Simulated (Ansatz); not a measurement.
# Bi₂S₃ (Pnma, No. 62): band gap by level of theory

The reference, 1.3 eV (measured, temperature not stated, no zero-point or thermal correction; as tabulated in Wikipedia's data pages), is not set against levels without spin–orbit coupling, which matters for this solid.

Unless a cell is named, each level is at its own relaxed cell (LDA 23.50, PBEsol 24.26, r²SCAN+rVV10 25.07 Å³/atom).

Task: Put these levels in order of the band gap that they give for Bi₂S₃ (Pnma, No. 62), smallest first: LDA (Ansatz, an electronic-structure program), PBEsol (Ansatz), r²SCAN+rVV10 (Ansatz).

Result: LDA (1.09 eV), PBEsol (1.21 eV), r²SCAN+rVV10 (1.60 eV)

Computed values are for a static lattice. Spin–orbit coupling is included only where a level's name says +SOC; with heavier elements it mostly lowers gaps and can invert bands.  Each level is taken at its own relaxed cell. Cutoffs differ between the levels. Ansatz's density-functional and Hartree–Fock values are scalar-relativistic unless marked +SOC, with PAW data made under PBE.
